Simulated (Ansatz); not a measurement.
Diamond, treated with BLYP (Ansatz, a program for electronic structure, plane waves, PAW).

Settings: plane-wave cutoff 520 eV, 16×16×16 k mesh, Fermi–Dirac smearing 0.01 eV, scalar-relativistic PAW data made under PBE.

The volume scan:

```json
[
 {"V (Å³/atom)": "5.470", "E − E_lowest (meV/atom)": "29.47", "P (GPa)": "28.34"},
 {"V (Å³/atom)": "5.586", "E − E_lowest (meV/atom)": "12.70", "P (GPa)": "18.00"},
 {"V (Å³/atom)": "5.703", "E − E_lowest (meV/atom)": "3.09", "P (GPa)": "8.60"},
 {"V (Å³/atom)": "5.819", "E − E_lowest (meV/atom)": "0.00", "P (GPa)": "0.05"},
 {"V (Å³/atom)": "5.935", "E − E_lowest (meV/atom)": "2.83", "P (GPa)": "-7.72"},
 {"V (Å³/atom)": "6.052", "E − E_lowest (meV/atom)": "11.04", "P (GPa)": "-14.78"},
 {"V (Å³/atom)": "6.168", "E − E_lowest (meV/atom)": "24.14", "P (GPa)": "-21.20"}
]
```

Q: Estimate the bulk modulus from the pressures at 5.703 and 5.935 Å³/atom, and compare it with a fit to all energies.

A: B = −V dP/dV. Between V = 5.703 and 5.935 Å³/atom, dP/dV = (-7.72 − (8.60))/(5.935 − 5.703) = -70.3 GPa per Å³/atom; at the midpoint 5.819 Å³/atom this gives B ≈ 409 GPa. The third-order Birch–Murnaghan fit gives V0 = 5.820 Å³/atom, B0 = 407 GPa, B′ = 3.8, which lies within 1 % of that estimate.

Measured, for comparison: bulk modulus 455 GPa (0 K value with the zero-point phonon effect removed; as tabulated in Mejia-Rodriguez and Trickey (2018), arXiv:1807.09216); equilibrium volume per atom 5.61 Å³/atom (static lattice: zero-point anharmonic expansion removed; as tabulated in Mejia-Rodriguez and Trickey (2018), arXiv:1807.09216). Computed (rounded) less measured: bulk modulus -11 %, equilibrium volume per atom +3.7 %.
